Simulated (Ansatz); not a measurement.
Barrier from H (doublet) + PH3 (phosphane, SMILES P) to the saddle point below; all geometries are those of the HTBH38 set.
```
P
H 1 1.4140
H 1 1.4140 2 93.50
H 1 1.4844 2 92.53 3 92.73
H 4 1.2642 1 166.75 2 -43.08
```
Charge 0, spin multiplicity 2.

Total energies in hartree (Ansatz, an electronic-structure program). Radicals and triplets start from unrestricted determinants; spin-orbit coupling is neglected. Cores are frozen in correlated methods. No relativity. Where a partner has so few electrons that a lower coupled-cluster level is exact, that level stands in. The UHF reference of H4P (saddle point or complex, doublet) is spin-contaminated (<S^2> up to 0.03 over the pure value in the sets run).

| species | HF/aug-cc-pV(T+d)Z | CCSD(T)/aug-cc-pV(T+d)Z | HF/aug-cc-pV(Q+d)Z | CCSD(T)/aug-cc-pV(Q+d)Z | CCSD(T)/aug-cc-pV(D+d)Z | CCSDT(Q)/aug-cc-pV(D+d)Z |
|---|---|---|---|---|---|---|
| 1: H (doublet) | -0.49982 | -0.49982 | -0.49995 | -0.49995 | -0.49933 | -0.49933 |
| 2: PH3 (SMILES P) | -342.49063 | -342.69899 | -342.49404 | -342.71087 | -342.65416 | -342.65514 |
| 3: H4P (complex or saddle point, doublet) | -342.97407 | -343.19423 | -342.97755 | -343.20616 | -343.14866 | -343.14991 |

Work out the barrier height (electronic, no zero-point energy) in kcal/mol: take Hartree-Fock from aug-cc-pV(Q+d)Z, extrapolate the CCSD(T) correlation energy as X^-3 (X = 3, 4), and add CCSDT(Q) - CCSD(T) in aug-cc-pV(D+d)Z. 1 hartree = 627.51 kcal/mol.


Species 1: correlation (64·(0.00000) - 27·(0.00000))/37 = 0.00000; step +0.00000; E1 = -0.49995 + (0.00000) + (+0.00000) = -0.49995
Species 2: correlation (64·(-0.21683) - 27·(-0.20836))/37 = -0.22301; step -0.00098; E2 = -342.49404 + (-0.22301) + (-0.00098) = -342.71803
Species 3: correlation (64·(-0.22861) - 27·(-0.22016))/37 = -0.23478; step -0.00125; E3 = -342.97755 + (-0.23478) + (-0.00125) = -343.21358
-1·E1 -1·E2 +1·E3 = 0.00440 hartree = 2.8 kcal/mol. Published benchmark value: 3.1 kcal/mol (Zhao et al., J. Phys. Chem. A 109, 2012 (2005), HTBH38), a best estimate, not a measurement. The composite differs from it by -0.3 kcal/mol; core, relativistic and spin-orbit terms are not in it.
